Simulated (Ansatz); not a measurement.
# B2H (doublet): wave-function methods side by side at distance B1–H3 = 0.953 Å, 6-31G

Aim: climb from Hartree-Fock through coupled cluster and multireference methods for B2H (doublet) at one geometry and basis, and see what each rung misses.

Method: 6-31G, core rule «outside noble gas», up to 2 orbitals frozen; program: Ansatz 0.2.0, Gaussian basis.

Plan: UHF; CCSD(T) on ROHF; CCSD(T) on UHF; BCCD(T) on ROHF; CISD; CCSDT(Q) on ROHF; CCSDT(Q) on UHF; CISDTQ; CCSDTQ on ROHF; CCSDTQ on UHF; CASSCF and MRCISD+Q, 3 electrons in 3 orbitals; CASSCF and NEVPT2, 3 electrons in 3 orbitals; CASSCF and MRCISD+Q, 7 electrons in 9 orbitals; CASSCF and NEVPT2, 7 electrons in 9 orbitals; Full CI.

22 further runs of the same task are left out: 1 for a known fault of the program, 14 that didn't finish, 7 set aside as unsound or not needed.

## (1) What is computed

The geometry derives from a PBE0/def2-TZVP stationary point (not a proven minimum). One bond is set to the value named and the two fragments are kept rigid.

3 atoms, charge 0, spin multiplicity 2.

Atoms are counted from 1 here; the program's logs count them from 0.

Bond lengths: B1–B2 1.523 Å, B1–H3 0.953 Å. Angles: B2–B1–H3 180.0°.

As a file:

```
atom   x (Å)   y (Å)    z (Å)
  B1  0.0000  0.0000   0.1899
  B2  0.0000  0.0000  -1.3328
  H3  0.0000  0.0000   1.1429
```

## (2) UHF

The input, in.yaml:

```yaml
crystal:
  periodic: [false, false, false]
  atoms:
    - {symbol: B, position_ang: [0.000000, 0.000000, 0.189904]}
    - {symbol: B, position_ang: [0.000000, 0.000000, -1.332808]}
    - {symbol: H, position_ang: [0.000000, 0.000000, 1.142904]}
basis:
  gaussian: {orbitals: 6-31G}
magnetization: {spin_polarized: true, initial_magnetization: 1}
hamiltonian: {xc: hf}
output: {orbitals: {seedname: orbitals}}
```

Started as:

```console
$ ansatz run in.yaml --threads 1 --pin off --events-out ev --progress --plain --max-ram 2393MiB
```

Further steps of the session: CCSD(T) on ROHF; CCSD(T) on UHF; BCCD(T) on ROHF; CISD; CCSDT(Q) on ROHF; CCSDT(Q) on UHF; CISDTQ; CCSDTQ on ROHF; CCSDTQ on UHF; CASSCF and MRCISD+Q, 3 electrons in 3 orbitals; CASSCF and NEVPT2, 3 electrons in 3 orbitals; CASSCF and MRCISD+Q, 7 electrons in 9 orbitals; CASSCF and NEVPT2, 7 electrons in 9 orbitals; Full CI.

**Question.** What will the summary of the whole plan be? Wanted: FCI below the RHF energy; RMP2 from FCI; UMP2 from FCI; RCCSD from FCI; RCCSD(T) from FCI; UCCSD(T) from FCI; RCCSDT(Q) from FCI; UCCSDT(Q) from FCI; NEVPT2 valence from FCI.

**Answer**, as computed:

```
                         quantity                                                                                             value
         FCI below the RHF energy                                                                                        -2.9702 eV
                    RMP2 from FCI                                                                                      +93.1 kJ/mol
                    UMP2 from FCI                                                                                      +32.9 kJ/mol
                   RCCSD from FCI                                                                                      +20.9 kJ/mol
                RCCSD(T) from FCI                                                                                      +12.9 kJ/mol
                UCCSD(T) from FCI                                                                                      -94.6 kJ/mol
               RCCSDT(Q) from FCI                                                                                       -0.2 kJ/mol
               UCCSDT(Q) from FCI                                                                                       -0.4 kJ/mol
          NEVPT2 valence from FCI                                                                                      +22.4 kJ/mol
        MRCISD+Q valence from FCI                                                                                       +0.5 kJ/mol
levels within 1 kcal/mol (43 meV)  RCCSDT, UCCSDT, CISDTQ, RCCSDT(Q), UCCSDT(Q), RCCSDTQ, UCCSDTQ, MRCISD valence, MRCISD+Q valence
                    T1 diagnostic                                                                                             0.028
   effectively unpaired electrons                                                                                              3.02
```

**Reading.** RCCSD(T) lands +12.9 kJ/mol from the yardstick (4.5 % of the correlation energy). CCSD(T) misses by +12.9 kJ/mol on the restricted determinant and by -94.6 kJ/mol on the unrestricted one; the two need not hold the same state or core. UCCSD, UCCSD(T), RCCSDT(Q), UCCSDT(Q) fall below full CI: unrestricted runs freeze a spin-polarised core, another one than full CI's, and coupled cluster isn't variational. The occupations show strong static correlation (3.0 unpaired electrons where one determinant has 1). Of the multireference levels listed MRCISD+Q valence comes nearest in total energy (+0.5 kJ/mol), which doesn't show that its space is the better one. These misses are within one basis, not against nature; the frozen cores of restricted and unrestricted runs differ, which can shift their rows.
